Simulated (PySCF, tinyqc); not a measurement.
Worked calculation: RHF in the sto-3g basis, for LiH, spin multiplicity 1. The lowest restricted solution is unstable here: a spin-polarised one lies 0.0218 hartree lower (PySCF). One step of it, computed by the program tinyqc.

Question. Iteration 2: DIIS coefficients. Solve [B -1; -1 0][c; lambda] = [0; -1] for the coefficients, which sum to one.

B (overlaps of the stored error matrices):
```
               1              2
1  2.0797315e-02  1.1628850e-02
2  1.1628850e-02  2.9694164e-02
```

Give: DIIS coefficients.

Answer.

DIIS coefficients: 0.6633  0.3367
